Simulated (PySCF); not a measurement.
What binds to hydrogen fluoride, and how strongly

Gas-phase complexes of hydrogen fluoride, each in one structure from a short search with a few starts, optimised by PBE0-D3(BJ)/def2-TZVPD; other ways of binding may lie lower. Energies in kcal/mol, wB97M-D3(BJ)/def2-TZVPD, counterpoise-corrected (PySCF): interaction is complex less parts frozen as they stand in it, binding adds what it costs to deform them. Contacts are written partner···hydrogen fluoride; electrostatic, Pauli and orbital are terms of the uncorrected same energy, whose rest is dispersion or correlation.

6 other partners are left out, for which the search missed the form known or expected to bind best.

Frequency runs check only 6 of the 7 structures; these show no clear imaginary mode.

(1) Order these partners of hydrogen fluoride by binding energy, strongest first: ammonia, cyanide, acetonitrile, hydrogen fluoride, acetylene, bromide, K+.

Answers

(1) cyanide (-27.0), bromide (-19.8), ammonia (-12.7), K+ (-12.0), acetonitrile (-9.1), acetylene (-4.8), hydrogen fluoride (-4.5).
```csv
partner,contact,distance (Å),binding,interaction,electrostatic,Pauli,orbital
cyanide,N···H,1.47,-27.0,-31.3,-41.9,39.4,-28.3
bromide,Br···H,2.08,-19.8,-21.2,-24.9,17.7,-13.5
ammonia,N···H,1.63,-12.7,-13.8,-24.3,25.8,-14.8
K+,K···F,2.58,-12.0,-12.0,-12.0,3.6,-3.4
acetonitrile,N···H,1.75,-9.1,-9.3,-14.1,13.2,-7.9
acetylene,C···H,2.17,-4.8,-4.9,-6.7,7.1,-4.5
hydrogen fluoride,F···H,1.80,-4.5,-4.5,-7.1,6.1,-3.1
```
